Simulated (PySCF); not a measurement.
# A thermochemical cycle for SH

r²SCAN in PySCF with def2-TZVPPD on every atom, for the lowest determinant that a PBE0 search found; no spin–orbit coupling. SH, a doublet (π ↑), has De = 3.85 eV to neutral atoms, and SH⁺, a triplet (π ↑↑), has De = 3.86 eV to H + S⁺.

The adiabatic ionisation energy of SH, between the minima, is 10.37 eV.

Which ionisation energy of the S atom does this level give?

IE(S) = IE(molecule) + De(ion) − De(neutral) = 10.37 + 3.86 − 3.85 = 10.38 eV; the measured value is 10.36 eV (NIST ASD).

For an ion De counts to the pair picked by the measured ionisation energies or electron affinities, which need not be the lowest pair at this level. States were picked by a PBE0 search and need not be the measured ground states.
